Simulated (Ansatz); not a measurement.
# AlBH (sextet): from Hartree-Fock to the top rungs, def2-TZVPP

An exercise on one series of results from a longer session: the logs are not shown, and one member is left open.

The runs use Ansatz 0.2.0, Gaussian basis; def2-TZVPP, core rule «outside noble gas», up to 6 orbitals frozen.

The runs, in order: UHF; ROHF; CCSD(T) on UHF.

**The geometry**

The geometry is a PBE0/def2-TZVP stationary point (not a proven minimum) of the parent state, kept for this charge and spin.

3 atoms, charge 0, spin multiplicity 6.

Atoms are counted from 1 here; the program's logs count them from 0.

Bond lengths: B1–Al2 1.937 Å, Al2–H3 1.577 Å. Angles: B1–Al2–H3 180.0°.

The first run:

Input file in.yaml:

```yaml
crystal:
  periodic: [false, false, false]
  atoms:
    - {symbol: B, position_ang: [0.000000, 0.000000, 1.817000]}
    - {symbol: Al, position_ang: [0.000000, 0.000000, -0.120000]}
    - {symbol: H, position_ang: [0.000000, 0.000000, -1.697000]}
basis:
  gaussian: {orbitals: def2-TZVPP}
magnetization: {spin_polarized: true, initial_magnetization: 5}
hamiltonian: {xc: hf}
output: {orbitals: {seedname: orbitals}}
```

Command:

```console
ansatz run in.yaml --threads 1 --pin off --events-out ev --progress --plain --max-ram 2816MiB --backend cpu
```

Among the steps run: UHF; ROHF; CCSD(T) on UHF.

One of the session's tables, all rows but one given; the rest of the session is left out.

```
  method  from UCCSD(T) (meV)
    ROHF              +2958.5
     UHF                    ?
    UMP2               +884.3
   UCCSD               +149.6
UCCSD(T)                    0
```

**Question.** Estimate the row for UHF.

As computed: from UCCSD(T) (meV): +2870.0. In the column «from UCCSD(T) (meV)» it lies between UMP2 (+884.3) and ROHF (+2958.5).

Caveats from the session: Warnings: coupled cluster took another determinant than the lowest.
